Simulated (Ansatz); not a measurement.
One change: `S[Si]Cl` becomes `C[Si]Cl`.

Ansatz, PBE0-D4/def2-TZVP geometries, multiplicity 1. Each molecule was computed in one conformer, which needn't be the lowest.

| property | `S[Si]Cl` |
| --- | --- |
| ideal-gas entropy at 298 K and 1 bar (rigid rotor, harmonic PBE0-D4/def2-TZVP) / J/(mol·K) | 293 |
| size of the dipole moment (B3LYP/def2-TZVPP) / D | 1.71 |
| HOMO–LUMO gap (ωB97M-V/def2-TZVPP) / eV | 8.76 |
| HOMO–LUMO gap (PBE/def2-TZVPP) / eV | 2.93 |
| size of the dipole moment (ωB97M-V/def2-TZVPP) / D | 1.76 |
| zero-point energy (PBE0-D4/def2-TZVP) / kJ/mol | 30.2 |

(1) Give the same properties after the change, and the shifts. (Estimate.)

Results:

(1) Ansatz gave: 
```
                                                                                  property  `C[Si]Cl`  shift
ideal-gas entropy at 298 K and 1 bar (rigid rotor, harmonic PBE0-D4/def2-TZVP) / J/(mol·K)        298      5
                                          size of the dipole moment (B3LYP/def2-TZVPP) / D       1.72   0.01
                                                   HOMO–LUMO gap (ωB97M-V/def2-TZVPP) / eV       8.26  -0.50
                                                       HOMO–LUMO gap (PBE/def2-TZVPP) / eV       2.28  -0.65
                                        size of the dipole moment (ωB97M-V/def2-TZVPP) / D       1.74  -0.02
                                            zero-point energy (PBE0-D4/def2-TZVP) / kJ/mol       96.6   66.4
```

The zero-point energy changes by 66.4 kJ/mol with +6 modes. Dipoles are sizes alone; their direction can turn.

B3LYP here is the variant with VWN-RPA as its local correlation; programs differ in this.
